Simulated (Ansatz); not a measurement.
# BH2Si: the cost of one run

Computed with Ansatz 0.2.0, Gaussian basis. Level: def2-QZVPP, core rule «outside noble gas», up to 6 orbitals frozen.

Plan: UHF; ROHF; CCSD(T) on UHF.

## 1. The geometry

The geometry is a PBE0/def2-TZVP stationary point (not a proven minimum) of the parent state, kept for this charge and spin.

4 atoms, charge 0, spin multiplicity 2.

Atoms are counted from 1 here; the program's logs count them from 0.

Bond lengths: Si1–B2 1.993 Å, B2–H3 1.191 Å, B2–H4 1.191 Å. Angles: Si1–B2–H3 115.4°, Si1–B2–H4 115.4°, H3–B2–H4 129.2°.

## 2. UHF

in.yaml reads:

```yaml
crystal:
  periodic: [false, false, false]
  atoms:
    - {symbol: Si, position_ang: [0.000000, 0.000000, 0.649966]}
    - {symbol: B, position_ang: [0.000000, 0.000000, -1.342837]}
    - {symbol: H, position_ang: [0.000000, -1.075954, -1.853888]}
    - {symbol: H, position_ang: [0.000000, 1.075954, -1.853888]}
basis:
  gaussian: {orbitals: "def2-QZVPP.json"}
magnetization: {spin_polarized: true, initial_magnetization: 1}
hamiltonian: {xc: hf}
output: {orbitals: {seedname: orbitals}}
```

Started as:

```
ansatz run in.yaml --threads 1 --pin off --events-out ev --progress --plain --max-ram 4096MiB --backend cpu
```

Q: Estimate wall time and peak memory on 1 thread of AMD EPYC 7R13, shared host.

About 14 s, with a peak of 0.4 GiB.
